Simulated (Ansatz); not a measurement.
**CCl+ (triplet): the correlation ladder, def2-QZVPP**

The task here is to estimate one member of a computed series from the others.

Computed with Ansatz 0.2.0, Gaussian basis. Level: def2-QZVPP, core rule «outside noble gas», up to 6 orbitals frozen.

The runs, in order: UHF; ROHF; CCSD(T) on UHF.

### The system

The geometry is a PBE0/def2-TZVP stationary point (not a proven minimum) of the parent state, kept for this charge and spin.

2 atoms, charge 1, spin multiplicity 3.

Atoms are counted from 1 here; the program's logs count them from 0.

Bond lengths: C1–Cl2 1.644 Å.

The first run:

File in.yaml:

```yaml
crystal:
  periodic: [false, false, false]
  atoms:
    - {symbol: C, position_ang: [0.000000, 0.000000, 0.000000]}
    - {symbol: Cl, position_ang: [0.000000, 0.000000, 1.644200]}
basis:
  gaussian: {orbitals: "def2-QZVPP.json"}
total_charge: 1
magnetization: {spin_polarized: true, initial_magnetization: 2}
hamiltonian: {xc: hf}
output: {orbitals: {seedname: orbitals}}
```

Launch:

```
$ ansatz run in.yaml --threads 1 --pin off --events-out ev --progress --plain --max-ram 2393MiB
```

Steps of the session up to this table: UHF; ROHF; CCSD(T) on UHF.

One of the session's tables, all rows but one given; the rest of the session is left out.

It belongs to the step «Misses and costs». 

```
  method  from UCCSD(T) (kJ/mol)
    ROHF                  +859.5
     UHF                  +843.3
    UMP2                  +113.3
   UCCSD                       ?
UCCSD(T)                       0
```

**Question.** Estimate the row for UCCSD.

**Answer.** from UCCSD(T) (kJ/mol): +46.4. In the column «from UCCSD(T) (kJ/mol)» it lies between UCCSD(T) (0) and UMP2 (+113.3).
